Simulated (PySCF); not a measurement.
Record of a relaxation.

C₅H₁₁N.
Numbering: `[CH2:1]=[CH:2][N:3]([CH3:4])[CH2:5][CH3:6]` (hydrogens: H7, H8 on C1; H9 on C2; H10, H11, H12 on C4; H13, H14 on C5; H15, H16, H17 on C6)

Computed by this run: PBE0-D3(BJ)/def2-SVP geometry optimisation, gas phase in PySCF 2.14.0; density fitting, grid level 1; the optimiser is geomeTRIC in internal coordinates, started from a GFN2-xTB structure with every atom displaced at random (about 0.01 Å). 9 of its 10 geometries are shown. The frame can shift and turn from step to step; on so coarse a grid that alone can change the energy by a few meV, and forces under 0.02 eV/Å are noise.

Step 0: E = -6840.7810 eV, largest atomic force 3.079 eV/Å
```
atom  x, y, z in Å  |  force x, y, z in eV/Å
C1      2.185   -1.023    0.462   -1.253   1.941  -0.623
C2      0.958   -1.038   -0.114    0.662   0.895   0.083
N3      0.212    0.028   -0.597    1.649   0.138   0.413
C4      0.748    1.366   -0.334   -2.895  -0.858   0.605
C5     -1.201   -0.138   -0.710   -0.485   0.778   1.046
C6     -1.943    0.011    0.632    0.731  -0.069  -0.353
H7      2.676   -1.913    0.719    0.680  -1.490   0.383
H8      2.710   -0.081    0.663   -0.026  -0.164  -0.016
H9      0.483   -1.983   -0.269   -0.496  -0.912  -0.176
H10     0.734    1.608    0.748    0.201   0.002  -0.077
H11     1.718    1.455   -0.717    1.937   0.165  -0.710
H12     0.081    2.081   -0.837    0.151   0.137  -0.047
H13    -1.423   -1.110   -1.132   -0.024  -0.581  -0.329
H14    -1.589    0.620   -1.398   -0.065   0.093  -0.323
H15    -1.557   -0.727    1.351   -0.024   0.025   0.093
H16    -1.809    1.019    1.052    0.009  -0.012   0.036
H17    -2.999   -0.163    0.491   -0.750  -0.088  -0.006
```

Step 1: E = -6840.9345 eV, largest atomic force 0.784 eV/Å
```
atom  x, y, z in Å  |  force x, y, z in eV/Å
C1      2.328   -0.906    0.150    0.139  -0.440   0.286
C2      1.020   -0.999   -0.153   -0.085  -0.220  -0.170
N3      0.164    0.013   -0.490   -0.253   0.100  -0.113
C4      0.617    1.367   -0.459    0.751   0.155  -0.161
C5     -1.265   -0.207   -0.479    0.050  -0.129  -0.176
C6     -1.936   -0.037    0.875   -0.139  -0.004   0.024
H7      2.884   -1.830    0.369   -0.114   0.291  -0.143
H8      2.864    0.039    0.244   -0.015   0.042  -0.004
H9      0.542   -1.991   -0.212    0.136   0.165   0.102
H10     0.718    1.776    0.563   -0.012   0.038   0.116
H11     1.629    1.453   -0.931   -0.536  -0.087   0.145
H12    -0.074    2.009   -1.019   -0.070   0.045  -0.043
H13    -1.460   -1.222   -0.872    0.036   0.070   0.071
H14    -1.716    0.489   -1.208   -0.009  -0.033   0.018
H15    -1.533   -0.751    1.609    0.018  -0.002   0.016
H16    -1.790    0.979    1.273    0.009  -0.007   0.003
H17    -3.023   -0.211    0.790    0.093   0.017   0.030
```

Step 2: E = -6840.9525 eV, largest atomic force 0.287 eV/Å
```
atom  x, y, z in Å  |  force x, y, z in eV/Å
C1      2.309   -0.921    0.184   -0.004   0.156   0.068
C2      1.013   -0.990   -0.172   -0.107  -0.266  -0.001
N3      0.154    0.024   -0.512    0.157   0.073  -0.035
C4      0.627    1.377   -0.469    0.135   0.067  -0.019
C5     -1.271   -0.209   -0.490    0.028  -0.005  -0.001
C6     -1.924   -0.039    0.876   -0.038  -0.003   0.001
H7      2.880   -1.833    0.366   -0.094  -0.003  -0.033
H8      2.835    0.026    0.318    0.020   0.039  -0.031
H9      0.538   -1.977   -0.239    0.013  -0.019  -0.014
H10     0.753    1.774    0.559   -0.019  -0.024  -0.007
H11     1.612    1.449   -0.965   -0.115  -0.031   0.024
H12    -0.071    2.034   -1.009   -0.024   0.001   0.022
H13    -1.456   -1.229   -0.868    0.020   0.005   0.022
H14    -1.742    0.474   -1.217    0.004   0.002  -0.001
H15    -1.496   -0.741    1.608    0.013   0.004  -0.004
H16    -1.784    0.982    1.264    0.008   0.002  -0.001
H17    -3.008   -0.228    0.815    0.004   0.002   0.008
```

Step 3: E = -6840.9410 eV, largest atomic force 0.660 eV/Å
```
atom  x, y, z in Å  |  force x, y, z in eV/Å
C1      2.266   -0.887    0.204    0.067  -0.141  -0.012
C2      0.988   -1.026   -0.192    0.246   0.589   0.169
N3      0.154    0.012   -0.530   -0.174  -0.129  -0.144
C4      0.651    1.358   -0.465   -0.356  -0.088   0.107
C5     -1.271   -0.209   -0.500   -0.037   0.115   0.085
C6     -1.909   -0.032    0.874    0.040   0.000  -0.017
H7      2.866   -1.776    0.369    0.148  -0.150   0.080
H8      2.746    0.084    0.344   -0.032  -0.085  -0.019
H9      0.538   -2.020   -0.268   -0.066  -0.028  -0.079
H10     0.803    1.729    0.571    0.006  -0.045  -0.068
H11     1.613    1.417   -0.984    0.236   0.040  -0.111
H12    -0.050    2.037   -0.976    0.003  -0.051   0.059
H13    -1.461   -1.229   -0.869   -0.017  -0.045  -0.018
H14    -1.747    0.474   -1.224   -0.016   0.014  -0.015
H15    -1.469   -0.733    1.602    0.003   0.008  -0.008
H16    -1.757    0.989    1.257    0.001   0.006  -0.001
H17    -2.992   -0.216    0.834   -0.055  -0.010  -0.007
```

Step 4: E = -6840.9548 eV, largest atomic force 0.346 eV/Å
```
atom  x, y, z in Å  |  force x, y, z in eV/Å
C1      2.280   -0.908    0.210   -0.025  -0.010  -0.054
C2      0.998   -1.010   -0.190    0.114   0.294   0.141
N3      0.156    0.021   -0.530   -0.049  -0.116  -0.093
C4      0.637    1.372   -0.470   -0.175  -0.058   0.080
C5     -1.268   -0.209   -0.498   -0.034   0.059   0.061
C6     -1.908   -0.032    0.874    0.025   0.003  -0.011
H7      2.857   -1.815    0.370    0.077  -0.083   0.060
H8      2.785    0.049    0.357   -0.013  -0.028  -0.023
H9      0.537   -2.000   -0.270   -0.041  -0.030  -0.069
H10     0.784    1.747    0.564    0.009  -0.023  -0.041
H11     1.600    1.442   -0.990    0.154   0.030  -0.060
H12    -0.074    2.039   -0.982    0.003  -0.026   0.042
H13    -1.452   -1.232   -0.864   -0.015  -0.026  -0.011
H14    -1.748    0.469   -1.225   -0.004   0.008  -0.010
H15    -1.464   -0.727    1.604    0.003   0.005  -0.005
H16    -1.762    0.991    1.254   -0.001   0.004   0.000
H17    -2.990   -0.224    0.834   -0.030  -0.005  -0.006
```

Step 6: E = -6840.9575 eV, largest atomic force 0.194 eV/Å
```
atom  x, y, z in Å  |  force x, y, z in eV/Å
C1      2.293   -0.908    0.198    0.015   0.040   0.007
C2      1.005   -1.001   -0.185   -0.091  -0.170   0.023
N3      0.151    0.014   -0.534    0.157   0.038  -0.039
C4      0.635    1.362   -0.463   -0.030   0.072  -0.034
C5     -1.275   -0.211   -0.499    0.008  -0.008   0.008
C6     -1.915   -0.026    0.872   -0.008   0.004   0.005
H7      2.871   -1.814    0.385   -0.053   0.011  -0.022
H8      2.804    0.048    0.321    0.013   0.007   0.011
H9      0.543   -1.992   -0.265    0.012  -0.001   0.007
H10     0.781    1.725    0.574    0.014  -0.004   0.014
H11     1.608    1.440   -0.978   -0.057  -0.007   0.007
H12    -0.073    2.036   -0.968   -0.009   0.015   0.007
H13    -1.466   -1.234   -0.863    0.009   0.006   0.006
H14    -1.751    0.468   -1.228    0.010  -0.004  -0.003
H15    -1.476   -0.720    1.605    0.002   0.001   0.003
H16    -1.767    0.998    1.248   -0.002   0.000  -0.001
H17    -2.999   -0.213    0.828    0.011   0.001   0.000
```

Step 7: E = -6840.9595 eV, largest atomic force 0.064 eV/Å
```
atom  x, y, z in Å  |  force x, y, z in eV/Å
C1      2.287   -0.912    0.207   -0.015  -0.006  -0.016
C2      1.003   -1.004   -0.188   -0.031   0.021   0.029
N3      0.155    0.016   -0.541    0.048  -0.012  -0.040
C4      0.632    1.367   -0.466   -0.056   0.007   0.024
C5     -1.270   -0.211   -0.501   -0.017   0.010   0.017
C6     -1.906   -0.022    0.871    0.010   0.002  -0.002
H7      2.851   -1.827    0.386    0.033  -0.003   0.017
H8      2.803    0.040    0.342   -0.006  -0.011  -0.004
H9      0.541   -1.995   -0.275   -0.001  -0.009  -0.007
H10     0.786    1.724    0.572    0.011  -0.004  -0.005
H11     1.596    1.452   -0.991    0.027   0.008  -0.019
H12    -0.086    2.039   -0.959    0.001   0.001   0.012
H13    -1.458   -1.237   -0.859   -0.001  -0.004   0.000
H14    -1.750    0.462   -1.232    0.004   0.000  -0.004
H15    -1.462   -0.711    1.606    0.000   0.002   0.000
H16    -1.760    1.005    1.242   -0.003   0.002  -0.001
H17    -2.990   -0.213    0.833   -0.003  -0.002  -0.002
```

Step 8: E = -6840.9599 eV, largest atomic force 0.048 eV/Å
```
atom  x, y, z in Å  |  force x, y, z in eV/Å
C1      2.283   -0.919    0.208   -0.003   0.017  -0.005
C2      1.000   -1.010   -0.190    0.032   0.011   0.026
N3      0.157    0.014   -0.546   -0.023  -0.014  -0.039
C4      0.630    1.366   -0.465    0.007  -0.018   0.026
C5     -1.268   -0.211   -0.502   -0.021   0.001   0.000
C6     -1.902   -0.016    0.870    0.006   0.002  -0.003
H7      2.855   -1.828    0.395   -0.012  -0.010  -0.004
H8      2.796    0.035    0.342    0.004   0.007   0.002
H9      0.536   -1.999   -0.280   -0.005   0.003   0.001
H10     0.793    1.715    0.574    0.010  -0.001  -0.001
H11     1.589    1.460   -0.998    0.013   0.007  -0.010
H12    -0.095    2.040   -0.945    0.000  -0.005   0.005
H13    -1.458   -1.238   -0.856   -0.004   0.001   0.002
H14    -1.748    0.460   -1.236   -0.001  -0.002  -0.001
H15    -1.456   -0.701    1.607    0.000   0.001   0.001
H16    -1.756    1.013    1.236   -0.003   0.001   0.000
H17    -2.986   -0.207    0.834    0.000  -0.001   0.000
```

Step 9: E = -6840.9602 eV, largest atomic force 0.022 eV/Å
```
atom  x, y, z in Å  |  force x, y, z in eV/Å
C1      2.281   -0.920    0.210   -0.003   0.006  -0.004
C2      0.999   -1.011   -0.191    0.012  -0.002   0.011
N3      0.157    0.012   -0.552   -0.011   0.000  -0.019
C4      0.631    1.363   -0.464    0.007  -0.011   0.015
C5     -1.270   -0.212   -0.504   -0.009  -0.001  -0.003
C6     -1.900   -0.010    0.868    0.003   0.001  -0.001
H7      2.849   -1.831    0.400   -0.004  -0.001  -0.003
H8      2.796    0.033    0.342    0.002   0.003   0.002
H9      0.535   -2.000   -0.282   -0.002   0.003   0.005
H10     0.806    1.701    0.577    0.006  -0.002   0.001
H11     1.585    1.463   -1.007    0.002   0.002  -0.005
H12    -0.099    2.041   -0.929    0.000  -0.003   0.000
H13    -1.461   -1.240   -0.853   -0.002   0.002   0.000
H14    -1.750    0.457   -1.240    0.000  -0.001   0.000
H15    -1.452   -0.691    1.608    0.000   0.001   0.001
H16    -1.754    1.021    1.229   -0.002   0.001  -0.001
H17    -2.984   -0.202    0.835    0.000   0.000   0.001
```

Q: Summarise the path.

A: The energy falls by 0.1791 eV from step 0 to step 9; nine tenths of that is first reached at step 2. It rises by more than 0.2 meV at steps 3 and 5. The largest force goes from 3.079 to 0.022 eV/Å. Among the bonds C4–H11 changes most, from 1.046 to 1.102 Å; the atoms move by 0.058 Å rms after alignment.

Q: Follow the three bonds and two angles with the largest change from start to end.

A: 
```json
{"step": "0", "E above end (eV)": "0.1791", "largest force (eV/Å)": "3.079", "C4–H11 (Å)": "1.046", "C1–H7 (Å)": "1.048", "N3–C4 (Å)": "1.465", "H10–C4–H11 (°)": "110.6", "N3–C4–H12 (°)": "106.8"}
{"step": "1", "E above end (eV)": "0.0257", "largest force (eV/Å)": "0.784", "C4–H11 (Å)": "1.120", "C1–H7 (Å)": "1.100", "N3–C4 (Å)": "1.428", "H10–C4–H11 (°)": "106.2", "N3–C4–H12 (°)": "110.1"}
{"step": "2", "E above end (eV)": "0.0077", "largest force (eV/Å)": "0.287", "C4–H11 (Å)": "1.106", "C1–H7 (Å)": "1.091", "N3–C4 (Å)": "1.434", "H10–C4–H11 (°)": "106.9", "N3–C4–H12 (°)": "109.8"}
{"step": "3", "E above end (eV)": "0.0192", "largest force (eV/Å)": "0.660", "C4–H11 (Å)": "1.094", "C1–H7 (Å)": "1.085", "N3–C4 (Å)": "1.437", "H10–C4–H11 (°)": "107.7", "N3–C4–H12 (°)": "109.6"}
{"step": "4", "E above end (eV)": "0.0053", "largest force (eV/Å)": "0.346", "C4–H11 (Å)": "1.097", "C1–H7 (Å)": "1.087", "N3–C4 (Å)": "1.435", "H10–C4–H11 (°)": "107.7", "N3–C4–H12 (°)": "109.6"}
{"step": "5", "E above end (eV)": "0.0082", "largest force (eV/Å)": "0.350", "C4–H11 (Å)": "1.104", "C1–H7 (Å)": "1.092", "N3–C4 (Å)": "1.433", "H10–C4–H11 (°)": "107.3", "N3–C4–H12 (°)": "109.6"}
{"step": "6", "E above end (eV)": "0.0026", "largest force (eV/Å)": "0.194", "C4–H11 (Å)": "1.103", "C1–H7 (Å)": "1.091", "N3–C4 (Å)": "1.434", "H10–C4–H11 (°)": "107.3", "N3–C4–H12 (°)": "109.6"}
{"step": "7", "E above end (eV)": "0.0007", "largest force (eV/Å)": "0.064", "C4–H11 (Å)": "1.101", "C1–H7 (Å)": "1.090", "N3–C4 (Å)": "1.434", "H10–C4–H11 (°)": "107.4", "N3–C4–H12 (°)": "109.6"}
{"step": "8", "E above end (eV)": "0.0003", "largest force (eV/Å)": "0.048", "C4–H11 (Å)": "1.102", "C1–H7 (Å)": "1.090", "N3–C4 (Å)": "1.434", "H10–C4–H11 (°)": "107.4", "N3–C4–H12 (°)": "109.6"}
{"step": "9", "E above end (eV)": "0.0000", "largest force (eV/Å)": "0.022", "C4–H11 (Å)": "1.102", "C1–H7 (Å)": "1.090", "N3–C4 (Å)": "1.435", "H10–C4–H11 (°)": "107.4", "N3–C4–H12 (°)": "109.6"}
```

What follows is the cost of the whole optimisation. Time: 57 s wall; peak memory 0.56 GiB. Hardware: one thread, Arm Neoverse V2 (aarch64), on a shared host.
